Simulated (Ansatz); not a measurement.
Ansatz (a quantum-chemistry and plane-wave program) input (B3LYP/def2-TZVPD):

Ansatz 0.2 input:
```yaml
crystal:
  periodic: [false, false, false]
  atoms:
    - {symbol: C, position_ang: [0.11017686, -0.00298019, 1.00069413]}
    - {symbol: C, position_ang: [0.00657930, -0.64353847, -0.44488908]}
    - {symbol: C, position_ang: [-0.02122354, 0.64794511, -0.43798179]}
    - {symbol: H, position_ang: [-0.92943803, -0.02760792, 1.42083811]}
    - {symbol: H, position_ang: [0.21074686, -1.50598837, -1.07199433]}
    - {symbol: H, position_ang: [0.14549544, 1.52503758, -1.05578336]}
basis:
  gaussian:
    orbitals: def2-TZVPD
hamiltonian:
  xc: {name: B3LYP}
total_charge: -1
output: {forces: true}
```

Output:

```
Functional definition: B3LYP
integrals: 0.03 GiB planned
675 factors; their error is unknown
mean field: 0.42 GiB planned
mean field evaluation 1: about -3153.1618 eV, gradient 3.2e1 eV
mean field evaluation 2: about -3125.6042 eV, gradient 8.0e1 eV
mean field evaluation 4: about -3155.8912 eV, gradient 6.7e0 eV
mean field evaluation 8: about -3156.0249 eV, gradient 4.8e-1 eV
mean field evaluation 16: about -3156.0253 eV, gradient 7.8e-5 eV
mean field -3156.02527835 eV, -115.9817897485 hartree, gradient 1.5e-5 eV, S^2 0.000000; 0 other end points of the search recorded, 0 dependent functions left out
the calculation of the forces begins
reference -3156.02552583 eV, -115.9817988434 hartree; 11, 11 occupied and 127, 127 virtual orbitals, 675 factors
Total energy: -3156.02552583 eV, -115.9817988434 hartree
Atom 0 at     0.110177    -0.002980     1.000694 Å, force    -0.276834    -0.004709    -0.233804 eV/Å
Atom 1 at     0.006579    -0.643538    -0.444889 Å, force     0.065474    -0.060617     0.074488 eV/Å
Atom 2 at    -0.021224     0.647945    -0.437982 Å, force     0.062822     0.062579     0.075147 eV/Å
Atom 3 at    -0.929438    -0.027608     1.420838 Å, force     0.181127     0.003755     0.026884 eV/Å
Atom 4 at     0.210747    -1.505988    -1.071994 Å, force    -0.016692     0.017982     0.028742 eV/Å
Atom 5 at     0.145495     1.525038    -1.055783 Å, force    -0.015896    -0.018990     0.028544 eV/Å
Dipole moment:    -0.251968    -0.000763    -0.871494 e Å
```

It need not be the lowest isomer of its formula. Whether it binds its extra electron was not tested at this geometry.
